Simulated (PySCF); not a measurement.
Compound: C4H3O (charge +1).
SMILES: `C#CCC#[O+]`

Method: PBE0-D3(BJ)/def2-SVP geometry optimisation, gas phase (PySCF 2.14.0).

Masses are those of the commonest isotopes; rigid-rotor values at the optimised geometry. 

Question: What are A, B and C (GHz)?

Answer: Ia = 30.01, Ib = 164.85, Ic = 191.63 u·Å²; 505379 MHz·u·Å²/I gives 16841, 3066 and 2637 MHz, that is A = 16.841, B = 3.0657, C = 2.6372 GHz.

Question: Classify the top.

Answer: A near-prolate asymmetric top. Ray's parameter κ = (2B − A − C)/(A − C) = -0.940; −1 is the prolate and +1 the oblate limit.

Question: Is it planar, by Δ = Ic − Ia − Ib?

Answer: Not planar: Δ = Ic − Ia − Ib = -3.22 u·Å². For a rigid frame Δ = −2 Σ m c², so Σ m c² = 1.61 u·Å² lies off the ab plane, practically all of it from hydrogen. The atom farthest from that plane is 0.90 Å away.

Question: Give the coordinates in the principal-axis frame, origin at the centre of mass.

Answer: The sense of each axis is arbitrary; atoms in the order of the calculation.
```tsv
atom	mass (u)	a (Å)	b (Å)	c (Å)
C1	12.000	2.203	0.595	0.000
C2	12.000	1.234	-0.126	0.000
C3	12.000	0.052	-0.974	0.000
C4	12.000	-1.108	-0.111	0.001
O5	15.995	-1.975	0.590	0.000
H6	1.008	3.081	1.224	0.000
H7	1.008	-0.038	-1.630	0.893
H8	1.008	-0.040	-1.627	-0.895
```

Question: Which lines would a microwave search look for?

Answer: The dipole components (about the centre of mass, as the species is charged) are |μa| = 0.81 D, |μb| = 1.91 D, |μc| = 0.00 D; the mirror of this Cs structure is the ab plane, so μc vanishes by symmetry and there are no c-type lines. The squared components, which scale the intensities, stand as 0.18 : 1.00 (a : b). Some lines, for components of 0.1 D or more:

```
type  branch         J(Ka,Kc)    MHz  lower level (cm⁻¹)
   a       Q  1(1,0) ← 1(1,1)    429               0.650
   a       Q  3(1,2) ← 3(1,3)   2571               1.565
   b       R  3(0,3) ← 2(1,2)   3713               1.016
   a       R  1(0,1) ← 0(0,0)   5703               0.000
   a       R  2(1,2) ← 1(1,1)  10977               0.650
   a       R  2(0,2) ← 1(0,1)  11396               0.190
   a       R  2(1,1) ← 1(1,0)  11834               0.664
   b       Q  1(1,0) ← 1(0,1)  14204               0.190
   a       R  3(2,2) ← 2(2,1)  17109               2.437
   a       R  3(2,1) ← 2(2,0)  17148               2.438
   a       R  3(1,2) ← 2(1,1)  17745               1.059
   b       R  2(1,2) ← 1(0,1)  24753               0.190
   b       R  3(1,3) ← 2(0,2)  29817               0.570
   b       Q  3(2,1) ← 3(1,2)  40739               1.651
   b       Q  2(2,0) ← 2(1,1)  41336               1.059
   b       Q  3(2,2) ← 3(1,3)  43260               1.565
   b       R  2(2,1) ← 1(1,0)  53160               0.664
   b       R  3(2,2) ← 2(1,1)  58435               1.059
   b       R  3(2,1) ← 2(1,2)  59770               1.016
   b       R  3(3,1) ← 2(2,0)  87053               2.438
   b       R  3(3,0) ← 2(2,1)  87063               2.437
```

Question: Estimate the classical rotational partition function at 10 K, 200 K and 500 K.

Answer: Point group Cs, symmetry number σ = 1; q = (√π/σ)·√((kT/h)³/(ABC)), k/h = 20836.6 MHz/K: 457 at 10 K, 40900 at 200 K, 162000 at 500 K.

Whether it is a minimum is left open (no frequencies). No vibrational averaging or centrifugal distortion is included, and the geometry carries the error of its method.
